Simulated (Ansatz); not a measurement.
# AlH₆NSi: how energies converge with the basis set

An exercise on one series of results from a longer session: the logs are not shown, and one member is left open.

Program: Ansatz 0.2.0, Gaussian basis. Level of theory: one geometry, several basis sets. These are calculated values, not measurements.

The runs, in order: PBE0-D4/def2-SVP; ωB97M-V/def2-SVP; PBE0-D4/def2-QZVPP; ωB97M-V/def2-QZVPP; the functionals' def2-TZVPP values are taken from earlier runs.

1 further run of the same task is left out (it didn't finish).

### Structure used throughout

All runs share one geometry, relaxed beforehand with PBE0-D4 in a triple-zeta def2 set.

SMILES `N[SiH2][AlH2]`, 9 atoms, charge 0, spin multiplicity 1.

Atoms are counted from 1 here; the program's logs count them from 0.

Bond lengths: N1–Si2 1.731 Å, N1–H4 1.007 Å, N1–H5 1.008 Å, Si2–Al3 2.458 Å, Si2–H6 1.493 Å, Si2–H7 1.503 Å, Al3–H8 1.590 Å, Al3–H9 1.593 Å. Angles: Si2–N1–H4 119.2°, Si2–N1–H5 120.2°, H4–N1–H5 110.6°, N1–Si2–Al3 109.3°, N1–Si2–H6 107.6°, N1–Si2–H7 114.7°, Al3–Si2–H6 111.4°, Al3–Si2–H7 109.4°, H6–Si2–H7 104.3°, Si2–Al3–H8 121.3°, Si2–Al3–H9 120.4°, H8–Al3–H9 118.3°.

Set-up of the first run:

File in.yaml:

```yaml
crystal:
  periodic: [false, false, false]
  atoms:
    - {symbol: N, position_ang: [-1.169423, 0.834019, -0.846348]}
    - {symbol: Si, position_ang: [0.462896, 0.552438, -0.344926]}
    - {symbol: Al, position_ang: [0.509841, -1.296728, 1.273021]}
    - {symbol: H, position_ang: [-1.780023, 0.047707, -0.997267]}
    - {symbol: H, position_ang: [-1.378865, 1.575809, -1.496099]}
    - {symbol: H, position_ang: [0.974254, 1.818040, 0.259847]}
    - {symbol: H, position_ang: [1.423528, 0.262217, -1.464199]}
    - {symbol: H, position_ang: [1.779868, -1.555758, 2.194307]}
    - {symbol: H, position_ang: [-0.733678, -2.284044, 1.404563]}
basis:
  gaussian: {orbitals: def2-SVP}
hamiltonian: {xc: pbe0, dispersion: d4}
output: {orbitals: {seedname: orbitals}}
```

Command:

```console
ansatz run in.yaml --threads 2 --pin off --events-out ev --progress --plain --max-ram 4352MiB
```

Steps of the session up to this table: PBE0-D4 in def2-SVP; ωB97M-V in def2-SVP; PBE0-D4 in def2-QZVPP; ωB97M-V in def2-QZVPP.

One of the session's tables, all rows but one given; the rest of the session is left out.

It belongs to the step «Density functionals: the series». 

| functional | basis | HOMO (eV) | LUMO (eV) |
| --- | --- | --- | --- |
| PBE0-D4 | def2-SVP | -6.93 | -1.91 |
| PBE0-D4 | def2-TZVPP | -7.09 | -1.93 |
| PBE0-D4 | def2-QZVPP | -7.12 | -1.95 |
| ωB97M-V | def2-SVP | ? | ? |
| ωB97M-V | def2-TZVPP | -9.18 | -0.30 |
| ωB97M-V | def2-QZVPP | -9.21 | -0.41 |

Q: Estimate the row for ωB97M-V, def2-SVP from the others.

The run gave: HOMO (eV): -9.05; LUMO (eV): -0.21. In the column «HOMO (eV)» it lies between ωB97M-V, def2-TZVPP (-9.18) and PBE0-D4, def2-QZVPP (-7.12).
